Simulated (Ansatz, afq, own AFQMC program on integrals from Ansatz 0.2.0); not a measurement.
**NH2O (quartet): AFQMC on the coupled-cluster ladder at distance O1–H3 along a hydrogen transfer = 1.098 Å, cc-pVTZ**

How near does AFQMC come to the top of the ladder for NH2O (quartet)?

Program: Ansatz 0.2.0, Gaussian basis, and an in-house AFQMC program (afq) on its integrals; all values are calculated. Level of theory: cc-pVTZ, frozen cores. These are calculated values, not measurements.

The runs, in order: PBE (unrestricted); r2SCAN (unrestricted); PBE0 (unrestricted); B3LYP (unrestricted); wB97M-V (unrestricted); B2PLYP (unrestricted); CCSD(T) on UHF; CCSDT(Q) on UHF; Phaseless AFQMC, CISD trial on UHF.

1 further run of the same task is left out (it didn't finish).

**1. What is computed**

The geometry derives from fragments relaxed apart (PBE0/def2-TZVP) and kept rigid, so it is no stationary point. A hydrogen atom is moved between rigid fragments.

4 atoms, charge 0, spin multiplicity 4.

Atoms are counted from 1 here; the program's logs count them from 0.

Bond lengths: O1–H2 0.960 Å, O1–H3 1.098 Å, H3–N4 1.143 Å. Angles: H2–O1–H3 105.1°, O1–H3–N4 180.0°.

As a file:

| atom | x (Å) | y (Å) | z (Å) |
| --- | --- | --- | --- |
| O1 | -1.0069 | -0.0292 | 0.0000 |
| H2 | -1.2563 | 0.8974 | 0.0000 |
| H3 | 0.0911 | -0.0292 | 0.0000 |
| N4 | 1.2341 | -0.0292 | 0.0000 |

**2. PBE (unrestricted)**

Input file in.yaml:

```yaml
crystal:
  periodic: [false, false, false]
  atoms:
    - {symbol: O, position_ang: [-1.006947, -0.029165, 0.000000]}
    - {symbol: H, position_ang: [-1.256257, 0.897410, 0.000000]}
    - {symbol: H, position_ang: [0.091053, -0.029165, 0.000000]}
    - {symbol: N, position_ang: [1.234053, -0.029165, 0.000000]}
basis:
  gaussian: {orbitals: cc-pVTZ}
magnetization: {spin_polarized: true, initial_magnetization: 3}
hamiltonian: {xc: {name: PBE}}
output: {orbitals: {seedname: orbitals}}
```

The run is started by

```sh
> ansatz run in.yaml --threads 1 --pin off --events-out ev --progress --plain --max-ram 5632MiB --backend cpu
```

Standard output:

```text
Functional definition: PBE
  name "PBE"
  cite "Perdew, Burke & Ernzerhof, Phys. Rev. Lett. 77, 3865 (1996) doi:10.1103/PhysRevLett.77.3865"
  parent pbe
  parameter kappa = 0.804
  parameter beta = 0.06672455060314922
  exchange = pbe_x(kappa = kappa, mu = beta*pi^2/3)
  correlation = pbe_c(beta = beta)
462 factors; their error is unknown
mean field evaluation 1: about -3556.5037 eV, gradient 3.9e1 eV
mean field evaluation 2: about -3485.1135 eV, gradient 1.2e2 eV
mean field evaluation 4: about -3561.2610 eV, gradient 4.3e0 eV
mean field evaluation 8: about -3561.3307 eV, gradient 1.5e-1 eV
mean field evaluation 16: about -3561.3193 eV, gradient 5.5e-5 eV
mean field -3561.31929363 eV, -130.8760700920 hartree, gradient 7.8e-6 eV, S^2 3.755084; 0 other end points of the search recorded, 0 dependent functions left out
reference -3561.31931134 eV, -130.8760707427 hartree; 10, 7 occupied and 78, 81 virtual orbitals, 462 factors
Total energy: -3561.31931134 eV, -130.8760707427 hartree
```

It took 0.9 s on 1 thread of AMD EPYC 7R13 (Zen 3), shared host; peak memory 1.8 GiB.

From the report: ⟨S²⟩ of the determinant 3.755 (pure quartet: 3.75).

**3. r2SCAN (unrestricted)**

in.yaml: that of step 2 with these lines changed.

```diff
@@ -10,3 +10,2 @@
 magnetization: {spin_polarized: true, initial_magnetization: 3}
-hamiltonian: {xc: {name: PBE}}
-output: {orbitals: {seedname: orbitals}}
+hamiltonian: {xc: {name: r2SCAN}}
```

The command is unchanged.

Standard output:

```text
Functional definition: r2SCAN
  name "r2SCAN"
  cite "Furness, Kaplan, Ning, Perdew & Sun, J. Phys. Chem. Lett. 11, 8208 (2020) doi:10.1021/acs.jpclett.0c02405"
  cite "Furness, Kaplan, Ning, Perdew & Sun, J. Phys. Chem. Lett. 11, 9248 (2020) doi:10.1021/acs.jpclett.0c03077"
  parent r2scan
  parameter k0 = 0.174
  parameter k1 = 0.065
  parameter a1 = 4.9479
  exchange = r2scan_x(k0 = k0, k1 = k1, a1 = a1)
  correlation = r2scan_c
462 factors; their error is unknown
mean field evaluation 1: about -3559.6336 eV, gradient 3.6e1 eV
mean field evaluation 2: about -3516.0673 eV, gradient 9.8e1 eV
mean field evaluation 4: about -3563.6417 eV, gradient 3.1e0 eV
mean field evaluation 8: about -3563.6694 eV, gradient 2.1e-1 eV
mean field evaluation 16: about -3563.6696 eV, gradient 8.0e-5 eV
mean field -3563.66955046 eV, -130.9624404374 hartree, gradient 8.0e-5 eV, S^2 3.760298; 0 other end points of the search recorded, 0 dependent functions left out
reference -3563.66955641 eV, -130.9624406562 hartree; 10, 7 occupied and 78, 81 virtual orbitals, 462 factors
Total energy: -3563.66955641 eV, -130.9624406562 hartree
```

It took 1.7 s on 1 thread of AMD EPYC 7R13 (Zen 3), shared host; peak memory 1.8 GiB.

From the report: ⟨S²⟩ of the determinant 3.760 (pure quartet: 3.75).

**4. PBE0 (unrestricted)**

in.yaml: that of step 3 with these lines changed.

```diff
@@ -10,2 +10,3 @@
 magnetization: {spin_polarized: true, initial_magnetization: 3}
-hamiltonian: {xc: {name: r2SCAN}}
+hamiltonian: {xc: {name: PBE0}}
+output: {orbitals: {seedname: orbitals}}
```

Same command.

Standard output:

```text
Functional definition: PBE0
  name "PBE0"
  cite "Adamo & Barone, J. Chem. Phys. 110, 6158 (1999) doi:10.1063/1.478522"
  cite "Perdew, Burke & Ernzerhof, Phys. Rev. Lett. 77, 3865 (1996) doi:10.1103/PhysRevLett.77.3865"
  parent pbe
  parameter a = 0.25
  parameter kappa = 0.804
  parameter beta = 0.06672455060314922
  exchange = (1 - a)*pbe_x(kappa = kappa, mu = beta*pi^2/3) + a*exact_x
  correlation = pbe_c(beta = beta)
465 factors; their error is unknown
mean field evaluation 1: about -3557.8699 eV, gradient 3.3e1 eV
mean field evaluation 2: about -3534.2755 eV, gradient 7.8e1 eV
mean field evaluation 4: about -3561.2967 eV, gradient 2.7e0 eV
mean field evaluation 8: about -3561.3402 eV, gradient 1.8e-1 eV
mean field evaluation 16: about -3561.3403 eV, gradient 2.0e-5 eV
mean field -3561.34027781 eV, -130.8768412464 hartree, gradient 2.0e-5 eV, S^2 3.759246; 0 other end points of the search recorded, 0 dependent functions left out
reference -3561.34029064 eV, -130.8768417179 hartree; 10, 7 occupied and 78, 81 virtual orbitals, 465 factors
Total energy: -3561.34029064 eV, -130.8768417179 hartree
```

Run time: 0.93 s. Hardware: 1 thread of AMD EPYC 7R13 (Zen 3), shared host; peak memory 1.8 GiB.

From the report: ⟨S²⟩ of the determinant 3.759 (pure quartet: 3.75).

**5. B3LYP (unrestricted)**

in.yaml: that of step 4 with these lines changed.

```diff
@@ -10,3 +10,2 @@
 magnetization: {spin_polarized: true, initial_magnetization: 3}
-hamiltonian: {xc: {name: PBE0}}
-output: {orbitals: {seedname: orbitals}}
+hamiltonian: {xc: {name: B3LYP}}
```

Launched as before.

Standard output, cut to the lines that bear on the results:

```text
Functional definition: B3LYP
  name "B3LYP"
  cite "Stephens, Devlin, Chabalowski & Frisch, J. Phys. Chem. 98, 11623 (1994) doi:10.1021/j100096a001"
  cite "Becke, Phys. Rev. A 38, 3098 (1988) doi:10.1103/PhysRevA.38.3098"
  cite "Lee, Yang & Parr, Phys. Rev. B 37, 785 (1988) doi:10.1103/PhysRevB.37.785"
  cite "Vosko, Wilk & Nusair, Can. J. Phys. 58, 1200 (1980) doi:10.1139/p80-159"
[...]
462 factors; their error is unknown
[...]
mean field -3565.33975652 eV, -131.0238193779 hartree, gradient 2.2e-5 eV, S^2 3.758607; 0 other end points of the search recorded, 0 dependent functions left out
reference -3565.33988605 eV, -131.0238241382 hartree; 10, 7 occupied and 78, 81 virtual orbitals, 462 factors
Total energy: -3565.33988605 eV, -131.0238241382 hartree
```

Run time: 0.91 s. Hardware: 1 thread of AMD EPYC 7R13 (Zen 3), shared host; peak memory 1.8 GiB.

From the report: ⟨S²⟩ of the determinant 3.759 (pure quartet: 3.75).

**6. wB97M-V (unrestricted)**

in.yaml: that of step 5 with these lines changed.

```diff
@@ -10,2 +10,3 @@
 magnetization: {spin_polarized: true, initial_magnetization: 3}
-hamiltonian: {xc: {name: B3LYP}}
+hamiltonian: {xc: {name: wB97M-V}}
+output: {orbitals: {seedname: orbitals}}
```

Same command.

Standard output, cut to the lines that bear on the results:

```text
Functional definition: wB97M-V
  name "wB97M-V"
  cite "Mardirossian & Head-Gordon, J. Chem. Phys. 144, 214110 (2016) doi:10.1063/1.4952647"
  cite "Becke, J. Chem. Phys. 107, 8554 (1997) doi:10.1063/1.475007"
  cite "Vydrov & Van Voorhis, J. Chem. Phys. 133, 244103 (2010) doi:10.1063/1.3521275"
  # Of w^i u^j: cxij and so on, Table III.
[...]
  gx(w, u) = 1 - cx + cx01*u + cx10*w
  gss(w, u) = css00 + css04*u^4 + css10*w + css20*w^2 + css43*w^4*u^3
  gos(w, u) = cos00 + cos10*w + (cos20 + cos21*u)*w^2 + (cos60 + cos61*u)*w^6
[...]
      + integral(e_c_pw_mod_opposite_spin*gos(b97_w_opposite, b97_u_opposite)) + vv10(b, c)
462 factors; their error is unknown
96 factors; integrals over basis functions are off by at most 8.4e-5 eV
[...]
mean field -3563.86533443 eV, -130.9696353657 hartree, gradient 3.1e-5 eV, S^2 3.758759; 0 other end points of the search recorded, 0 dependent functions left out
reference -3563.86535676 eV, -130.9696361863 hartree; 10, 7 occupied and 78, 81 virtual orbitals, 462 factors
Total energy: -3563.86535676 eV, -130.9696361863 hartree
```

Wall time 2.9 s (1 thread of AMD EPYC 7R13 (Zen 3), shared host); peak memory 1.8 GiB.

From the report: ⟨S²⟩ of the determinant 3.759 (pure quartet: 3.75).

**7. B2PLYP (unrestricted)**

in.yaml: that of step 6 with these lines changed.

```diff
@@ -10,3 +10,3 @@
 magnetization: {spin_polarized: true, initial_magnetization: 3}
-hamiltonian: {xc: {name: wB97M-V}}
-output: {orbitals: {seedname: orbitals}}
+hamiltonian: {xc: {name: B2PLYP}}
+correlation: {electrons: outside_noble_gas}
```

Launched as before.

Standard output, cut to the lines that bear on the results:

```text
Functional definition: B2PLYP
  name "B2PLYP"
  cite "Grimme, J. Chem. Phys. 124, 034108 (2006) doi:10.1063/1.2148954"
  cite "Becke, Phys. Rev. A 38, 3098 (1988) doi:10.1103/PhysRevA.38.3098"
  cite "Lee, Yang & Parr, Phys. Rev. B 37, 785 (1988) doi:10.1103/PhysRevB.37.785"
[...]
526 factors; integrals over basis functions are off by at most 1.1e-3 eV
[...]
mean field -3559.39479220 eV, -130.8053459688 hartree, gradient 3.4e-6 eV, S^2 3.767042; 0 other end points of the search recorded, 0 dependent functions left out
2 core orbitals not correlated: weight in the atoms' cores, before any rotation towards them, 1.000 or more for the frozen orbitals, at most 0.000 for the correlated occupied ones
reference -3559.39487230 eV, -130.8053489126 hartree; 8, 5 occupied and 78, 81 virtual orbitals, 526 factors
second order -12.43365065 eV of doubles, -0.00000000 eV of singles
Total energy: -3562.75195798 eV, -130.9287195357 hartree
```

Run time: 1.4 s. Hardware: 1 thread of AMD EPYC 7R13 (Zen 3), shared host; peak memory 1.8 GiB.

From the report: ⟨S²⟩ of the determinant 3.767 (pure quartet: 3.75).

**8. CCSD(T) on UHF**

in.yaml: that of step 7 with these lines changed.

```diff
@@ -10,3 +10,2 @@
 magnetization: {spin_polarized: true, initial_magnetization: 3}
-hamiltonian: {xc: {name: B2PLYP}}
-correlation: {electrons: outside_noble_gas}
+correlation: {method: ccsd_t, electrons: outside_noble_gas, hamiltonian_folder: ham}
```

The run is started by

```sh
> ansatz run in.yaml --threads 1 --pin off --events-out ev --progress --plain --max-ram 16896MiB --backend cuda --devices 0, --max-vram 18GiB
```

Standard output, cut to the lines that bear on the results:

```text
Functional definition: HF
  name "HF"
  cite "Fock, Z. Phys. 61, 126 (1930) doi:10.1007/BF01340294"
  parent pbe
[...]
526 factors; integrals over basis functions are off by at most 1.1e-3 eV
[...]
mean field -3547.80078336 eV, -130.3792740028 hartree, gradient 3.8e-6 eV, S^2 3.782352; 4 other end points of the search recorded, 0 dependent functions left out
determinant -3547.80078336 eV, -130.3792740028 hartree, with singles and doubles -3558.73009591 eV, -130.7809188309 hartree
determinant -3545.66513705 eV, -130.3007904485 hartree, with singles and doubles -3556.01877307 eV, -130.6812795543 hartree
2 core orbitals not correlated: weight in the atoms' cores, before any rotation towards them, 1.000 or more for the frozen orbitals, at most 0.000 for the correlated occupied ones
reference -3547.80078336 eV, -130.3792740028 hartree; 8, 5 occupied and 78, 81 virtual orbitals, 526 factors
second order -10.27970302 eV of doubles, -0.00000000 eV of singles
cycle   1  -10.84200067 eV  change    -1.1e0 eV  update   1.8e-2
[...]
cycle  10  -10.87576131 eV  change   -2.7e-6 eV  update   1.1e-5
perturbative correction -0.35968114 eV, -0.0132180381 hartree
Total energy: -3559.03622582 eV, -130.7921688974 hartree
```

Run time: 10 s. Hardware: 1 × NVIDIA H100 80GB HBM3 with 1 thread of AMD EPYC 7R13 (Zen 3), shared host; peak host memory 1.8 GiB.

From the report: ⟨S²⟩ of the determinant 3.782 (pure quartet: 3.75); correlation -11.2354 eV; T1 0.017; largest double amplitude 0.05.

This run also writes the integrals to the folder ham.

**9. CCSDT(Q) on UHF**

in.yaml: that of step 8 with these lines changed.

```diff
@@ -10,2 +10,2 @@
 magnetization: {spin_polarized: true, initial_magnetization: 3}
-correlation: {method: ccsd_t, electrons: outside_noble_gas, hamiltonian_folder: ham}
+correlation: {method: ccsdt_q, electrons: outside_noble_gas}
```

The command is unchanged.

Standard output, cut to the lines that bear on the results:

```text
Functional definition: HF
  name "HF"
  cite "Fock, Z. Phys. 61, 126 (1930) doi:10.1007/BF01340294"
  parent pbe
[...]
1092 factors; integrals over basis functions are off by at most 2.4e-7 eV
[...]
mean field -3547.80080387 eV, -130.3792747566 hartree, gradient 3.5e-6 eV, S^2 3.782352; 4 other end points of the search recorded, 0 dependent functions left out
determinant -3547.80080387 eV, -130.3792747566 hartree, with singles and doubles -3558.73014102 eV, -130.7809204887 hartree
determinant -3545.66515441 eV, -130.3007910864 hartree, with singles and doubles -3556.01880947 eV, -130.6812808919 hartree
2 core orbitals not correlated: weight in the atoms' cores, before any rotation towards them, 1.000 or more for the frozen orbitals, at most 0.000 for the correlated occupied ones
reference -3547.80080387 eV, -130.3792747566 hartree; 8, 5 occupied and 78, 81 virtual orbitals, 1092 factors
second order -10.27973064 eV of doubles, -0.00000000 eV of singles
cycle   1  -10.54277604 eV  change   -2.6e-1 eV  update   7.7e-2
[...]
cycle  20  -11.25549405 eV  change   -1.4e-6 eV  update   5.3e-7
perturbative correction -0.01972248 eV, -0.0007247878 hartree
Total energy: -3559.07602040 eV, -130.7936313214 hartree
```

Wall time 51 s (1 × NVIDIA H100 80GB HBM3 with 1 thread of AMD EPYC 7R13 (Zen 3), shared host); peak host memory 1.8 GiB.

From the report: ⟨S²⟩ of the determinant 3.782 (pure quartet: 3.75); correlation -11.2752 eV; T1 0.018; largest double amplitude 0.06.

**10. Phaseless AFQMC, CISD trial on UHF**

It reads the integrals that the CCSD(T) run on this determinant wrote.

The run is started by

```sh
> afq ham --method phaseless --trial cisd --walkers 1500 --populations 20 --least-time 60 --time-step 0.005 --steps-per-block 50 --equilibration-blocks 28 --max-blocks 4000 --target-error 0.00021 --factor-cut 1e-05 --start spin_pure --seed 1306 --release-times 0.24,0.51,0.99,1.62,2.4 --release-step 0.03 --release-every 3 --taylor-order 6
```

Standard output:

```text
orbitals 86  electrons 8 5  factors 526 of 526
reference energy -130.37927400 Eh
CCSD correlation -0.39967711 Eh in 14 cycles, weight of the determinant in the CISD state 0.8929
energy of the start -130.777099 Eh
 block  time / (1/Eh)  mean weight  energy / Eh
     1     0.250  0.9996  -130.777386
     2     0.500  1.0005  -130.782878
     3     0.750  1.0008  -130.786815
     4     1.000  1.0003  -130.788690
     5     1.250  1.0002  -130.791564
     6     1.500  0.9997  -130.793711
     7     1.750  1.0002  -130.792805
     8     2.000  0.9994  -130.793509
     9     2.250  1.0003  -130.795934
    10     2.500  0.9990  -130.793732
    11     2.750  0.9992  -130.793519
    13     3.250  1.0013  -130.792558
    15     3.750  0.9991  -130.792277
    17     4.250  0.9997  -130.793747
    19     4.750  0.9994  -130.793616
    21     5.250  1.0005  -130.793865
    23     5.750  1.0008  -130.793223
    25     6.250  1.0001  -130.790808
    27     6.750  0.9997  -130.792969
    29     7.250  1.0005  -130.794207
    31     7.750  0.9997  -130.792813
    33     8.250  1.0001  -130.792198
    35     8.750  1.0005  -130.795433
    37     9.250  1.0001  -130.792420
    39     9.750  0.9993  -130.792396
    41    10.250  0.9997  -130.794819
    43    10.750  0.9999  -130.793527
    45    11.250  1.0010  -130.790994
    47    11.750  1.0008  -130.791406
    49    12.250  1.0000  -130.791315
    51    12.750  1.0006  -130.791552
    53    13.250  0.9991  -130.792293
    55    13.750  0.9994  -130.794463
    57    14.250  1.0004  -130.793968
    59    14.750  0.9996  -130.794830
    61    15.250  1.0004  -130.791125
    63    15.750  1.0001  -130.791501
    65    16.250  0.9993  -130.792657
    67    16.750  1.0002  -130.791067
    69    17.250  1.0006  -130.796406
    71    17.750  0.9993  -130.792746
    73    18.250  0.9996  -130.792992
    75    18.750  1.0001  -130.793047
    77    19.250  0.9999  -130.794980
    79    19.750  1.0002  -130.792794
    81    20.250  0.9991  -130.793514
    83    20.750  1.0008  -130.792547
    85    21.250  0.9998  -130.792001
    87    21.750  1.0005  -130.791450
    89    22.250  1.0004  -130.791371
    91    22.750  1.0004  -130.791167
    93    23.250  1.0002  -130.793179
    95    23.750  1.0002  -130.791952
    97    24.250  0.9996  -130.792189
    99    24.750  1.0003  -130.790408
   101    25.250  1.0001  -130.790968
   103    25.750  0.9999  -130.793233
   105    26.250  0.9995  -130.791197
error from the spread of 20 populations
released: time / (1/Eh)  energy / Eh  error  mean overlap
  0.24  -130.793118  0.000215  0.9962
  0.51  -130.793262  0.000262  0.9922
  0.99  -130.793696  0.000203  0.9828
  1.62  -130.794389  0.000347  0.9464
  2.40  -130.796108  0.001619  0.9258
energy -130.792682 +/- 0.000263 Eh
```

Run time: 4 min. Hardware: 1 × NVIDIA H100 80GB HBM3 with 2 threads of AMD EPYC 7R13 (Zen 3), shared host; peak host memory 1.8 GiB.

Energy -3559.0502 ± 0.0072 eV. Caveats: constraint bias not in the error.

**11. All levels side by side**

On the UHF determinant, counted from CCSDT(Q) (a yardstick, not exact):

| level | energy (eV) | from CCSDT(Q) (kcal/mol) | statistical error (kcal/mol) | time |
| --- | --- | --- | --- | --- |
| HF | -3547.8008 | +260.01 |  |  |
| MP2 | -3558.0805 | +22.96 |  |  |
| CCSD | -3558.6765 | +9.21 |  |  |
| CCSD(T) | -3559.0362 | +0.92 |  |  |
| CCSDT(Q) | -3559.0760 | 0.00 |  |  |
| Phaseless AFQMC, CISD trial, step 0.005, 1500 walkers | -3559.0502 | +0.60 | 0.17 | 4 min |

The functionals' totals stand on their own zeros and serve differences with other points: PBE -3561.319 eV; r2SCAN -3563.670 eV; PBE0 -3561.340 eV; B3LYP -3565.340 eV; wB97M-V -3563.865 eV; B2PLYP -3562.752 eV.

**12. What came out**

| quantity | value |
| --- | --- |
| CCSD(T) on UHF from CCSDT(Q) | +0.92 kcal/mol |
| Phaseless AFQMC, CISD trial on UHF from CCSDT(Q) | +0.60 ± 0.17 kcal/mol |

**Reading.** On UHF the phaseless walk with the CISD trial lies +0.60 kcal/mol from CCSDT(Q), 4 times its error bar. Error bars are statistical and leave out the constraint, the time step and what remains of the start.
